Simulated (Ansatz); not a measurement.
A made-up structure of BSiH4S, doublet:

```json
{"atom": "B1", "x (Å)": "-1.6455", "y (Å)": "-0.7542", "z (Å)": "-0.2784"}
{"atom": "S2", "x (Å)": "0.9261", "y (Å)": "0.5548", "z (Å)": "0.0974"}
{"atom": "Si3", "x (Å)": "-0.1730", "y (Å)": "-1.2655", "z (Å)": "0.5089"}
{"atom": "H4", "x (Å)": "-2.6621", "y (Å)": "-1.3636", "z (Å)": "-0.3849"}
{"atom": "H5", "x (Å)": "1.0288", "y (Å)": "0.7310", "z (Å)": "-1.2472"}
{"atom": "H6", "x (Å)": "0.2953", "y (Å)": "1.6094", "z (Å)": "0.6801"}
{"atom": "H7", "x (Å)": "2.1623", "y (Å)": "0.3941", "z (Å)": "0.6410"}
```

It is relaxed with PBE-D4/def2-SVP and then PBE0-D4/def2-TZVP (Ansatz 0.2.0). Atoms count as bonded within 1.22 times the sum of their covalent radii (H–H: 0.88 Å). The end point is not checked to be a true minimum.

**Question.** Does its bonding change? (Judge from chemistry; the calculation decides.)

**Answer.** By the calculation: Yes. Formed: B1–S2; broken: S2–H7.

Where it ends: The first stage lowers the energy by 2.39 eV in 18 steps. It ends as a complex of BSiH₃S ([BH]1[Si][SH2]1) + H:
```
7
angstrom
B -1.4388 -0.9277 -0.1237
S 0.0595 0.1157 -0.0300
Si -0.2001 -1.9792 0.8236
H -2.4516 -0.6070 -0.6523
H 0.7089 0.5720 -1.1481
H 0.0594 1.3509 0.5653
H 3.1946 1.3814 0.5821
```

Labels in which every atom is bracketed show which atoms are joined, not bond orders.

For scale, one of the runs: PBE0-D4/def2-TZVP relaxation, 129 basis functions, launched by `ansatz run in.yaml --threads 2 --pin off --events-out ev --progress --plain --max-ram 4352MiB`. The run took about 72 s on 2 CPU threads of an Arm Neoverse N1 (shared host).
